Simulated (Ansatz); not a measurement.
Run this with Ansatz 0.2.0 through its Python package and show what comes out.

`fhosi_adiabatic.py`
```python
"""How FHOSi relaxes after losing an electron."""

import itertools

import ansatz as az
from ase.data import atomic_numbers, covalent_radii
import numpy as np


def main() -> None:
    geometry_ang = [
        ("O", (-0.5879, 0.7498, -0.1712)),
        ("Si", (0.293, 0.048, 0.9696)),
        ("F", (0.9097, -1.2247, 0.2346)),
        ("H", (-0.5593, 0.3666, -1.0533)),
    ]
    fhosi = az.Crystal.molecule()
    for symbol, xyz in geometry_ang:
        fhosi = fhosi.atom(symbol, xyz)

    calc = (
        fhosi.calculation()
        .basis(gaussian="cc-pVDZ")
        .functional("b3lyp")
    )
    symbols = [site.symbol for site in fhosi.cartesian_sites]
    start = np.array([site.position_ang for site in fhosi.cartesian_sites], dtype=float)
    data = calc.relax(force_tolerance=0.01, max_steps=100).run(threads=1, backend="cpu").report
    end = np.array(data["positions_ang"])

    minimum = az.Crystal.molecule()
    for symbol, place in zip(symbols, end):
        minimum = minimum.atom(symbol, place.tolist())
    ion = (
        minimum.calculation()
        .basis(gaussian="cc-pVDZ")
        .functional("b3lyp")
        .charge(1)
        .spin("collinear", total=1)
    )
    vertical = ion.run(threads=1, backend="cpu").report
    settled = ion.relax(force_tolerance=0.01, max_steps=80).run(threads=1, backend="cpu").report
    print(f"vertical ionisation energy   {vertical['free_energy_ev'] - data['free_energy_ev']:.3f} eV")
    print(f"adiabatic, no zero point     {settled['free_energy_ev'] - data['free_energy_ev']:.3f} eV")
    print(f"relaxation energy of the ion {vertical['free_energy_ev'] - settled['free_energy_ev']:.3f} eV")
    ionised = np.array(settled["positions_ang"])
    # pairs closer than 1.2 times the sum of covalent radii, before or after
    radius = [covalent_radii[atomic_numbers[s]] for s in symbols]
    span = lambda where, i, j: np.linalg.norm(where[i] - where[j])
    bonded = [(i, j) for i, j in itertools.combinations(range(len(symbols)), 2) if min(span(end, i, j), span(ionised, i, j)) < 1.2 * (radius[i] + radius[j])]
    print("pair        before    after (A)")
    for i, j in bonded:
        print(f"{symbols[i]}{i}-{symbols[j]}{j}".ljust(10), f"{span(end, i, j):8.4f} {span(ionised, i, j):8.4f}")
    for first, second in list(itertools.combinations(bonded, 2)):
        shared = set(first) & set(second)
        if shared and symbols[(j := shared.pop())] != "H":
            i, k = sorted((set(first) | set(second)) - {j})
            u, v = ionised[i] - ionised[j], ionised[k] - ionised[j]
            angle = np.degrees(np.arccos(np.clip(u @ v / np.linalg.norm(u) / np.linalg.norm(v), -1, 1)))
            print(f"final angle {symbols[i]}{i}-{symbols[j]}{j}-{symbols[k]}{k}: {angle:.2f} deg")


if __name__ == "__main__":
    main()
```

```console
$ python fhosi_adiabatic.py
vertical ionisation energy   10.519 eV
adiabatic, no zero point     10.060 eV
relaxation energy of the ion 0.459 eV
pair        before    after (A)
O0-Si1       1.6810   1.6037
O0-H3        0.9727   0.9815
Si1-F2       1.6721   1.6052
final angle Si1-O0-H3: 127.40 deg
final angle O0-Si1-F2: 124.14 deg
```

What to keep in mind:
- The energies are electronic: no zero-point or thermal terms, and the basis set is short of its limit. The product may relax into another structure. Each relaxation finds its nearest minimum, which needn't be the lowest.
- b3lyp holds the VWN-RPA fit, as in Gaussian; the form of ORCA and Turbomole is b3lyp5.
- Finished in 28 s on 1 thread of Arm Neoverse V1 (shared host), peak memory 0.21 GiB.
